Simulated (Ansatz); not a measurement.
HAl–PH2, doublet: reading a ladder of total energies

Geometry: displaced at random from a stationary point.

```xyz
5

Al    0.1294   -0.1205    1.2492
P    -0.1682    0.0758   -1.0728
H    -0.0539    1.2370    2.0653
H     1.1171    0.8595   -1.0974
H     0.6437   -1.2008   -1.4399
```

Basis cc-pVDZ; Ansatz 0.2.0. Only valence electrons are correlated (noble-gas cores frozen), which leaves 11 electrons in 41 orbitals. Prefix R: restricted or restricted open-shell reference; prefix U: unrestricted.

Full CI isn't at hand for all of this; UCCSDT(Q) serves as the reference, and is uncertain by about the last step of the cluster series.

Runs differ by some tens of microhartree through their thresholds and, for an open shell, their frozen cores, so steps under 0.03 kcal/mol mean nothing.

| level | total energy (hartree) |
| --- | --- |
| UHF | -584.360144 |
| UMP2 | -584.535528 |
| UCCSD | -584.572672 |
| UCCSD(T) | -584.579206 |
| UCCSDT | -584.580367 |
| UCCSDT(Q) | -584.580775 |

Question: What is the correlation energy at UCCSDT(Q), and what share of it do UMP2 and UCCSDT recover?

Answer: E(corr) = -584.580775 − (-584.360144) = -0.220631 hartree = -6.004 eV. UMP2: -0.175384 / -0.220631 = 79.49 %. UCCSDT: -0.220223 / -0.220631 = 99.82 %.

Question: By how many kcal/mol does UCCSD(T) miss UCCSDT(Q) (1 hartree = 627.509 kcal/mol), and which steps make up the rest?

Answer: -584.579206 − (-584.580775) = 0.001569 hartree = 0.98 kcal/mol. Steps: UCCSDT − UCCSD(T) = -0.73, UCCSDT(Q) − UCCSDT = -0.26 kcal/mol. Differences between like states or geometries often cancel part of this.
